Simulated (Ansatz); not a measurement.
Relaxing V₂O₅

The calculation used DFT r2SCAN, scalar-relativistic, plane waves, PAW (Ansatz). Cutoff 500 eV, Γ-centred k mesh, Gaussian smearing, no spin polarisation in the final step.

A relaxed cell is given with its space group left out.

```
CELL_PARAMETERS angstrom
3.54078 0.00000 0.00000
0.00000 11.52011 0.00000
0.00000 0.00000 4.37296
ATOMIC_POSITIONS crystal
V 0.00000 0.85161 0.11284
V 0.00000 0.14839 0.11284
V 0.50000 0.35161 0.88716
V 0.50000 0.64839 0.88716
O 0.00000 0.85387 0.47250
O 0.00000 0.14613 0.47250
O 0.50000 0.35387 0.52750
O 0.50000 0.64613 0.52750
O 0.00000 0.68138 0.99455
O 0.00000 0.31862 0.99455
O 0.50000 0.18138 0.00545
O 0.50000 0.81862 0.00545
O 0.00000 0.00000 0.00529
O 0.50000 0.50000 0.99471
```

Energies over the elements count from the elements' standard structures at the same level (O₂ as a molecule), with no empirical corrections.

**Question.** What space group does it have?

**Answer.** Pmmn (No. 59). Conventional cell: a = 3.541 Å, b = 11.520 Å, c = 4.373 Å. Around V lie 1 O at 1.57 Å, 1 O at 1.77 Å, 2 O at 1.87 Å and 1 O at 2.03 Å; O on Wyckoff site e (4 atoms of the primitive cell) is coordinated by 1 V at 1.57 Å; O on Wyckoff site e (4 atoms of the primitive cell) has 2 V at 1.87 Å and 1 V at 2.03 Å (next O at 2.37 Å); O on Wyckoff site a (2 atoms of the primitive cell) has 2 V at 1.77 Å.

**Question.** How far does it lie from the elements in energy?

**Answer.** -2.465 eV/atom.

**Question.** Is it a metal?

**Answer.** No, the gap on the 8×4×6 mesh is 2.20 eV.

The final run used a 8×4×6 mesh on its 14-atom cell and 0.02 eV smearing.

Cost: 2 runs of about 18 core-minutes in all, on Arm Neoverse V1 (shared hosts).